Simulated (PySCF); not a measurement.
# Stationary points of SON

Level of theory: PySCF, PBE0, basis S def2-TZVP, O def2-TZVP, N def2-TZVP (no relativity, density fitting).

Relaxations began from a few typed shapes; open shells are unrestricted. The search is not exhaustive: other isomers or separated fragments can lie lower, and high-lying points may rest on an excited occupation.

(1) Order these stationary points by electronic energy, lowest first, in kJ/mol from the lowest minimum.
A. doublet C∞v: S–N 1.454 Å, S–O 1.465 Å; N–S–O 180.0°
B. doublet Cs: S–N 1.503 Å, S–O 1.451 Å; N–S–O 124.0°

(2) Which of them are minima?

Answers

(1) B (0.0), A (112.6).

(2) By energy in kJ/mol, 0.0: minimum; 112.6: saddle point, 2 imaginary modes.
